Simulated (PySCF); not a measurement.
Which level of theory gave which numbers?

CFCl3.
SMILES: `FC(Cl)(Cl)Cl`

The closed-shell ground state was solved 7 times with PySCF (density fitting, gas phase), always in the 6-31G basis (57 functions), with these functionals: B97-2, BHandHLYP, HCTH407, LC-wPBE, mPW1PW91, wB97X and wB97X-D. Geometry: GFN2-xTB; no solvent, vibrations or thermal averaging.

```
row  total energy (Eh)  HOMO (eV)  LUMO (eV)  dipole (D)
  P         -1518.4243      -9.14      -1.56        0.45
  Q         -1517.8895     -12.31       0.98        0.42
  R         -1518.5220      -8.07      -2.59        0.31
  S         -1518.3089     -11.31       0.36        0.47
  T         -1518.3176     -11.90       0.79        0.44
  U         -1518.2889     -10.76      -0.36        0.59
  V         -1518.3896      -9.43      -1.48        0.46
```

**Question.** Which functional belongs to which row?

**Answer.** P = B97-2, Q = LC-wPBE, R = HCTH407, S = wB97X-D, T = wB97X, U = BHandHLYP, V = mPW1PW91. By rising HOMO–LUMO gap: HCTH407 (GGA) 5.48 eV; B97-2 (global hybrid, 21 % exact exchange) 7.58 eV; mPW1PW91 (global hybrid, 25 % exact exchange) 7.95 eV; BHandHLYP (global hybrid, 50 % exact exchange) 10.40 eV; wB97X-D (range-separated hybrid) 11.67 eV; wB97X (range-separated hybrid) 12.69 eV; LC-wPBE (range-separated hybrid) 13.29 eV. Total energies of different functionals aren't bounds to one another; each is stationary for its own functional.

wB97X-D is run here without its empirical dispersion term; that term would change no orbital, density or response property at a fixed geometry.
